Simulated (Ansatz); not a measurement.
**CH₅, doublet: from triple and quadruple zeta to the limit**

```yaml
atoms:
  - { symbol: H, position_ang: [-2.1547, 0.0000, 0.0000] }
  - { symbol: H, position_ang: [-1.1767, 0.0000, 0.0000] }
  - { symbol: C, position_ang: [0.2233, 0.0000, 0.0000] }
  - { symbol: H, position_ang: [0.2233, -1.0800, 0.0000] }
  - { symbol: H, position_ang: [0.2233, 0.5400, 0.9353] }
  - { symbol: H, position_ang: [0.2233, 0.5400, -0.9353] }
```

Ansatz 0.2.0, UHF determinant, valence electrons correlated. Energies in eV.

```
       set  X  functions  Hartree–Fock  MP2 correlation  CCSD(T) correlation                                                                                                   time
def2-TZVPP  3        101    -1106.5019          -5.5614              -6.5229    8 s on 1 × NVIDIA H100 80GB HBM3 with 1 thread of AMD EPYC 7R13 Processor (Zen 3), on a shared host
def2-QZVPP  4        207    -1106.5717          -5.8976              -6.8093  5.5 s on 1 × NVIDIA H100 80GB HBM3 with 1 thread of AMD EPYC 7R13 Processor (Zen 3), on a shared host
```

Hartree–Fock is taken to follow E(X) = E∞ + A·exp(−7.88·√X), correlation E(X) = E∞ + B·X^−2.97.

Q: Work out the CCSD(T) energy at the limit, and how far the shortcut misses it that extrapolates MP2 and adds CCSD(T) minus MP2 from the smaller set.

A: Hartree–Fock: E∞ = E4 + 0.1377·(E4 − E3) = -1106.5814. Correlation: E∞ = E4 + 0.7407·(E4 − E3) = -7.0214 for CCSD(T) and -6.1466 for MP2. The limit is -1113.6028 eV, 0.222 eV below def2-QZVPP. The shortcut gives a correlation energy of -6.1466 + (-0.9614) = -7.1081, 87 meV lower than the direct value.
